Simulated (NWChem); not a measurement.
Correlation energy of ethane (C2H6)

```
C
H 1 1.1024
H 1 1.1024 2 107.31
H 1 1.1024 2 107.31 3 115.06
C 1 1.5277 2 111.55 3 -122.47
H 5 1.1024 1 111.55 2 -60.00
H 5 1.1024 6 107.31 1 122.47
H 5 1.1024 6 107.31 7 115.06
```
Charge 0, spin multiplicity 1.

Everything below was run with NWChem. All single points use one geometry, from B3LYP/def2-SVP, a minimum by its harmonic frequencies.

Basis set: STO-3G. Each correlation energy counts from its own Hartree-Fock reference.

The correlated methods keep 2 core orbitals frozen. Coupled-cluster values serve here as a point of comparison, not as the truth.

Problem. Order these methods by the correlation energy they give, lowest first: MP2, SCS-MP2, CCSD.

Solution. CCSD (-147.8 mHa), SCS-MP2 (-122.3 mHa), MP2 (-108.1 mHa)
